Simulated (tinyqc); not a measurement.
Inside a calculation (part 2 of 2). Method: RKS/PBE in the sto-6g basis, for H2O, spin multiplicity 1. Computed by tinyqc, a small Python program that keeps every step (integrals from PySCF). Command: `OMP_NUM_THREADS=1 python tinyqc.py 20775 20776 out.jsonl` (the two numbers bound the seeds that draw the settings). One thread of a shared host (Intel(R) Xeon(R) Processor @ 2.60GHz), about 3 s of CPU time with the checks.

Geometry (angstrom):

| atom | x | y | z |
|---|---|---|---|
| O | 0.0000 | 0.0000 | 0.0000 |
| H | 0.0000 | 0.8830 | 0.6750 |
| H | 0.0000 | -0.9210 | 0.7040 |

## Iteration 2: diagonalisation and new density

Kohn-Sham matrix F (hartree):
```
           1O 1s    1O 2s  1O 2px   1O 2py   1O 2pz    2H 1s    3H 1s
1O 1s   -18.4378  -4.5194  0.0000  -0.0008  -0.0198  -0.7603  -0.6808
1O 2s    -4.5194  -1.6649  0.0000  -0.0076  -0.1372  -0.5391  -0.4949
1O 2px    0.0000   0.0000  0.0797   0.0000   0.0000   0.0000   0.0000
1O 2py   -0.0008  -0.0076  0.0000  -0.0231  -0.0036  -0.1931   0.1804
1O 2pz   -0.0198  -0.1372  0.0000  -0.0036   0.0163  -0.1795  -0.1693
2H 1s    -0.7603  -0.5391  0.0000  -0.1931  -0.1795  -0.3125  -0.1650
3H 1s    -0.6808  -0.4949  0.0000   0.1804  -0.1693  -0.1650  -0.2941
```

X:
```
          1O 1s    1O 2s  1O 2px   1O 2py   1O 2pz    2H 1s    3H 1s
1O 1s    1.0222  -0.1316  0.0000  -0.0005  -0.0063   0.0173   0.0162
1O 2s   -0.1316   1.1427  0.0000   0.0072   0.0642  -0.2210  -0.1979
1O 2px   0.0000   0.0000  1.0000   0.0000   0.0000   0.0000   0.0000
1O 2py  -0.0005   0.0072  0.0000   1.0665   0.0034  -0.1714   0.1593
1O 2pz  -0.0063   0.0642  0.0000   0.0034   1.0338  -0.1159  -0.1057
2H 1s    0.0173  -0.2210  0.0000  -0.1714  -0.1159   1.1247  -0.0550
3H 1s    0.0162  -0.1979  0.0000   0.1593  -0.1057  -0.0550   1.1066
```

Diagonalise F' = X^T F X, C = X C', fill 5 alpha and 5 beta electrons from the bottom; D = 2 C_occ C_occ^T. Each column has its largest component positive (the first on a tie).

F' = X^T F X (hartree):
```
          1        2       3        4        5        6        7
1  -18.1253  -2.3595  0.0000  -0.0012  -0.0271  -0.1068  -0.0874
2   -2.3595  -0.7692  0.0000   0.0020  -0.0471  -0.2487  -0.2228
3    0.0000   0.0000  0.0797   0.0000   0.0000   0.0000   0.0000
4   -0.0012   0.0020  0.0000   0.0979   0.0021  -0.2202   0.2051
5   -0.0271  -0.0471  0.0000   0.0021   0.0767  -0.1569  -0.1438
6   -0.1068  -0.2487  0.0000  -0.2202  -0.1569  -0.0860  -0.0481
7   -0.0874  -0.2228  0.0000   0.2051  -0.1438  -0.0481  -0.1011
```

orbital energies (hartree): MO1 -18.4422, MO2 -0.6774, MO3 -0.2827, MO4 -0.0775, MO5 0.0797, MO6 0.2344, MO7 0.3383

coefficients C:
```
            MO1      MO2      MO3      MO4     MO5      MO6      MO7
1O 1s    0.9960  -0.2094  -0.0028  -0.1460  0.0000  -0.0743  -0.0166
1O 2s    0.0182   0.7812   0.0154   0.7465  0.0000   0.4840   0.1141
1O 2px   0.0000   0.0000   0.0000   0.0000  1.0000   0.0000   0.0000
1O 2py   0.0002   0.0112  -0.4770  -0.0202  0.0000  -0.1537   0.9698
1O 2pz   0.0027   0.1741   0.0021  -0.5233  0.0000   0.8800   0.1384
2H 1s   -0.0041   0.2309  -0.5296  -0.4649  0.0000  -0.4974  -0.7501
3H 1s   -0.0037   0.2098   0.5646  -0.4687  0.0000  -0.6680   0.5245
```

D after iteration 2:
```
          1O 1s    1O 2s  1O 2px   1O 2py   1O 2pz    2H 1s    3H 1s
1O 1s    2.1142  -0.5089  0.0000   0.0043   0.0852   0.0337   0.0384
1O 2s   -0.5089   2.3362  0.0000  -0.0275  -0.5090  -0.3498  -0.3547
1O 2px   0.0000   0.0000  2.0000   0.0000   0.0000   0.0000   0.0000
1O 2py   0.0043  -0.0275  0.0000   0.4562   0.0230   0.5292  -0.5150
1O 2pz   0.0852  -0.5090  0.0000   0.0230   0.6083   0.5647   0.5659
2H 1s    0.0337  -0.3498  0.0000   0.5292   0.5647   1.0999  -0.0653
3H 1s    0.0384  -0.3547  0.0000  -0.5150   0.5659  -0.0653   1.1649
```

## Convergence

Stop when the energy changes by less than 1e-08 hartree and every element of the error matrix X^T (F D S - S D F) X is below 3e-05.

Course of the cycle:

| iteration | E (hartree) | change | largest element of the error matrix |
|---|---|---|---|
| 1 | -76.369568 | - | 9.12e-01 |
| 2 | -75.886369 | 4.83e-01 | 2.12e-01 |
| 3 | -75.778348 | 1.08e-01 | 3.37e-01 |
| 4 | -75.624799 | 1.54e-01 | 4.60e-01 |
| 5 | -75.287413 | 3.37e-01 | 5.98e-01 |
| 6 | -75.211404 | 7.60e-02 | 6.00e-01 |
| 7 | -74.975316 | 2.36e-01 | 6.81e-01 |
| 8 | -75.081762 | -1.06e-01 | 6.16e-01 |
| 9 | -74.929029 | 1.53e-01 | 6.89e-01 |
| 10 | -75.066643 | -1.38e-01 | 6.17e-01 |
| 11 | -74.924670 | 1.42e-01 | 6.90e-01 |
| 12 | -75.065260 | -1.41e-01 | 6.17e-01 |
| 13 | -74.924281 | 1.41e-01 | 6.90e-01 |
| 14 | -75.065137 | -1.41e-01 | 6.17e-01 |
| ... | ... | ... | ... |
| 56 | -75.065125 | -1.41e-01 | 6.17e-01 |
| 57 | -74.924244 | 1.41e-01 | 6.90e-01 |
| 58 | -75.065125 | -1.41e-01 | 6.17e-01 |
| 59 | -74.924244 | 1.41e-01 | 6.90e-01 |
| 60 | -75.065125 | -1.41e-01 | 6.17e-01 |
| 61 | -74.924244 | 1.41e-01 | 6.90e-01 |
| 62 | -75.065125 | -1.41e-01 | 6.17e-01 |
| 63 | -74.924244 | 1.41e-01 | 6.90e-01 |
| 64 | -75.065125 | -1.41e-01 | 6.17e-01 |
| 65 | -74.924244 | 1.41e-01 | 6.90e-01 |
| 66 | -75.065125 | -1.41e-01 | 6.17e-01 |
| 67 | -74.924244 | 1.41e-01 | 6.90e-01 |
| 68 | -75.065125 | -1.41e-01 | 6.17e-01 |
| 69 | -74.924244 | 1.41e-01 | 6.90e-01 |

PySCF RKS in the same basis, fine grid = -75.942651 hartree

Not converged within the cap of 69 iterations: the residual has stopped falling: the iteration swings between two states. Reruns (cap 100 unless said): DIIS 8: converged in 7; damping 0.5: converged in 27; level shift 0.5: converged in 12; atomic densities as start, DIIS 8: converged in 7; the original settings with a cap of 400: not converged.
